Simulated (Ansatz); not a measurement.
Basis-set extrapolation for AlH₅Si (`[AlH2][SiH3]`) (PBE0-D4/def2-TZVP geometry, frozen core, Ansatz 0.2.0). Multiplicity 1, RHF reference.

```tsv
	cc-pV(T+d)Z	cc-pV(Q+d)Z
HF	-533.760552	-533.766546
MP2 correlation	-0.214239	-0.229365
CCSD(T) correlation	-0.266283	-0.278684
```

Energies in hartree. Use E(X) = E(∞) + A·exp(−5.46·√X) for Hartree–Fock and E(X) = E(∞) + B·X^(−3.05) for correlation, with X = 3 and 4.

**Question.** What is the CCSD(T) energy at the basis-set limit?

**Answer.** HF limit: -533.766546 + (-0.005994) × 0.30130 = -533.76835. Correlation limit: -0.278684 + (-0.012401) × 0.71189 = -0.28751. Total: -534.05586 hartree, 0.79 eV below CCSD(T)/cc-pV(T+d)Z.
